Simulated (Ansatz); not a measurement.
Isomers of C₂H₄FNO, relaxed with PBE0-D4/def2-TZVP in Ansatz; electronic energies, one conformer each and not always the lowest. Functionals use def2-TZVPP; CBS adds triple-zeta CCSD(T) − MP2 to the MP2 limit of def2-TZVPP and def2-QZVPP.

(1) Order them by energy at frozen-core CCSD(T)/CBS, lowest first. (Best estimate.)
A. `FC1NCO1`
B. `C/N=C(/O)F`
C. `NC1(F)CO1`

(2) How do B2PLYP, ωB97M-V, B3LYP, HF/CBS(def2) place them (kJ/mol, against `C/N=C(/O)F`)? (Best estimate.)

Answers

(1) B (0.0 kJ/mol), C (78.6 kJ/mol), A (87.0 kJ/mol).

(2) Ansatz gave: 
| isomer | B2PLYP | ωB97M-V | B3LYP | HF/CBS(def2) |
| --- | --- | --- | --- | --- |
| `NC1(F)CO1` | 87.1 | 76.5 | 90.1 | 94.8 |
| `FC1NCO1` | 98.3 | 86.4 | 101.9 | 93.3 |

B3LYP here is the variant with VWN-RPA as its local correlation; programs differ in this.
